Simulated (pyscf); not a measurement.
One 1,1-elimination on the singlet surface with elements of a group swapped. CCSD(T)/def2-TZVPP + ΔMP2(QZVPP), eV, from the reactant's lowest minimum found. Structures and frequencies: ωB97X-D3(BJ)/def2-SVP in PySCF. MP2 and CC: frozen core, UHF for open shells. ΔMP2 is the change of the MP2 total energy from the triple- to the quadruple-zeta basis.

```csv
step,barrier,reaction energy,imaginary mode (i cm⁻¹)
`[F][SiH]([F])[SiH3]` → `[SiH4]` + `[F][Si][F]` [singlet],2.51,+1.31,585
`[SiH3][SiH]([Cl])[Cl]` -> `[SiH4]` + `[Cl][Si][Cl]` [singlet],___,___,517
```

### Question
Some entries are withheld; supply them.

### Answer

- `[SiH3][SiH]([Cl])[Cl]` -> `[SiH4]` + `[Cl][Si][Cl]` [singlet], barrier: 2.26
- `[SiH3][SiH]([Cl])[Cl]` -> `[SiH4]` + `[Cl][Si][Cl]` [singlet], reaction energy: +1.47

Each row is the saddle that its search found. The CCSD(T) − MP2 part came from Ansatz, without density fitting, on the same reference.
